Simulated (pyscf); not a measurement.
HAl=PH (SMILES [AlH]=[PH]) + SiH₄ (SMILES [SiH4]) → H₃Si–AlH–PH₂ (SMILES [SiH3][AlH][PH2]), an addition across a multiple bond or ene-type step (singlet surface; H–Si broken, H–P, Al–Si formed). PySCF, gas phase, ωB97X-D3(BJ)/def2-SVP geometries. Correlated levels are frozen-core, on RHF or UHF. ΔMP2 is the change of the MP2 total energy from the triple- to the quadruple-zeta basis. Energies in kcal/mol from the separated reactants.

Small-basis levels: PySCF, no dispersion term, spherical d functions. AM1 to PM7: differences of heats of formation from MOPAC, which are fitted to 298 K values and so differ in kind from electronic energies by zero-point and thermal terms. GFN2-xTB: tblite. Cost: rough CPU time at the saddle relative to B3LYP/6-31G*, from one job on a shared machine.

```
level                             barrier  reaction energy        cost
--------------------------------  -------  ---------------  ----------
HF/STO-3G                            48.5            -85.2        0.04
HF/3-21G                             40.6            -39.7        0.05
HF/6-31G*                            39.1            -37.8        0.07
B3LYP/STO-3G                         18.1            -74.1         0.6
B3LYP/6-311+G**                      19.8            -32.2           2
PBE/def2-SVP                          9.4            -35.3           2
GFN2-xTB                             25.6            -18.5  under 0.02
PM3                                     ?            -29.3  under 0.02
PM7                                     ?            +49.2  under 0.02
CCSD(T)/def2-TZVPP + ΔMP2(QZVPP)        ?            -34.6           –
```

Task: Some entries are withheld; supply them.

Result: 
- PM3, barrier: -11.7
- PM7, barrier: 32.3
- CCSD(T)/def2-TZVPP + ΔMP2(QZVPP), barrier: 16.9

Against the last row the barrier runs from -28.6 (PM3) to +31.6 kcal/mol (HF/STO-3G); B3LYP/STO-3G happens to lie closest here (1.2 kcal/mol apart). At PM3, PM7 this geometry lies under one side, so the entry may be no barrier of that level: it is a single point on another level's saddle. CCSD(T)/def2-TZVPP + ΔMP2(QZVPP) has limits of its own. On the reactant side the descent ends in a complex, 5.8 kcal/mol under the separated species and 22.3 kcal/mol under the saddle at ωB97X-D3(BJ)/def2-TZVP. At the saddle there is also a short Al–H contact that neither side keeps. HAl=PH lies 12.9 kcal/mol over its isomer Al–PH₂ [singlet] (electronic energy, ωB97M-D3(BJ)/def2-TZVP). One saddle was located; it need not be the lowest between these sides. The CCSD(T) − MP2 part came from Ansatz, without density fitting, on the same reference.
